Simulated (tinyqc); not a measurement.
Inside a calculation. Method: MP2 on RHF in the sto-3g basis, frozen core, for H2O, spin multiplicity 1. One step of it, computed by the program tinyqc.

Task: Orthogonalisation. S = U s U^T; canonical form X = U s^(-1/2), so that X^T S X = 1. Each column of U has its largest component positive (the first on a tie).

overlap S, lower triangle:
```
           1O 1s     1O 2s    1O 2px     1O 2py    1O 2pz     2H 1s     3H 1s
1O 1s   1.000000
1O 2s   0.236704  1.000000
1O 2px  0.000000  0.000000  1.000000
1O 2py  0.000000  0.000000  0.000000   1.000000
1O 2pz  0.000000  0.000000  0.000000   0.000000  1.000000
2H 1s   0.042036  0.408632  0.000000   0.270807  0.229684  1.000000
3H 1s   0.042036  0.408632  0.000000  -0.270807  0.229684  0.215621  1.000000
```

Give: eigenvalues of S; X.

Result:

eigenvalues of S: 0.410  0.494  0.882  1.000  1.104  1.290  1.820

X:
```
             1       2       3      4       5       6      7
1O 1s   -0.333   0.000   0.739  0.000   0.620   0.000  0.163
1O 2s    1.068   0.000  -0.308  0.000   0.321   0.000  0.429
1O 2px   0.000   0.000   0.000  1.000   0.000   0.000  0.000
1O 2py   0.000   0.859   0.000  0.000   0.000   0.702  0.000
1O 2pz   0.525   0.000   0.660  0.000  -0.616   0.000  0.215
2H 1s   -0.674  -0.802  -0.170  0.000  -0.139   0.376  0.383
3H 1s   -0.674   0.802  -0.170  0.000  -0.139  -0.376  0.383
```
